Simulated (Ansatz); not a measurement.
Geometry optimisation, Ansatz, RKS PBE/6-31G*.

input.yaml

```yaml
crystal:
  periodic: [false, false, false]
  atoms:
    - { symbol: Al, position_ang: [0.0, 0.0, 0.0] }
    - { symbol: C, position_ang: [1.4047, 0.0, 1.654] }
    - { symbol: H, position_ang: [0.4051, -0.3092, 2.0245] }
    - { symbol: H, position_ang: [2.1723, -0.7111, 2.0245] }
    - { symbol: C, position_ang: [1.7225, 1.3971, 2.1614] }
    - { symbol: H, position_ang: [2.3207, 1.3257, 3.0936] }
    - { symbol: H, position_ang: [2.3023, 1.9479, 1.3916] }
    - { symbol: H, position_ang: [0.7767, 1.9396, 2.3699] }
    - { symbol: H, position_ang: [1.7519, 0.0, 0.1685] }
    - { symbol: H, position_ang: [-1.351, 0.0, -0.78] }
basis:
  gaussian: { orbitals: "6-31G*" }
hamiltonian:
  xc: pbe
relax:
  f_tol: 0.15
  max_steps: 25
  restrain:
    - { distance: [1, 8], at: 2.31, k: 30.0 }
    - { distance: [0, 1], at: 1.97, k: 30.0 }
    - { distance: [0, 8], at: 1.56, k: 30.0 }
output:
  orbitals: {}
```

Run as:

```bash
$ ansatz run input.yaml --threads 1 --pin off --max-ram 2048MiB --backend cpu --events-out ev --progress --plain --runs-dir out
```

Question: Where does it end, and by what steps?

Answer: It converged. The restraints hold the end off the free minimum. After 7 steps the energy has fallen by 4.372 eV (the restraints' own energy left out); H3 moved furthest, 0.71 Å.

| step | energy less start (eV) | largest force component (eV/Å) | accepted |
| --- | --- | --- | --- |
| 0 | 0.0000 | 3.157 | yes |
| 1 | -1.0800 | 2.896 | yes |
| 2 | -2.1422 | 3.447 | yes |
| 3 | -3.5429 | 1.994 | yes |
| 4 | -4.0742 | 1.808 | yes |
| 5 | -4.3706 | 1.608 | yes |
| 6 | -4.3588 | 1.641 | yes |
| 7 | -4.3722 | 1.579 | yes |

```xyz
10
Properties=species:S:1:pos:R:3
Al 0.342 0.008 0.038
C 1.062 -0.046 1.852
H 0.471 -0.384 2.728
H 1.905 -0.761 1.751
C 1.625 1.365 2.150
H 2.305 1.361 3.023
H 2.205 1.775 1.301
H 0.816 2.084 2.378
H 1.834 0.200 -0.373
H -1.059 -0.010 -0.741
```

The run took 20 s on 1 thread of Arm Neoverse V2 (shared host), peak memory 0.12 GiB.
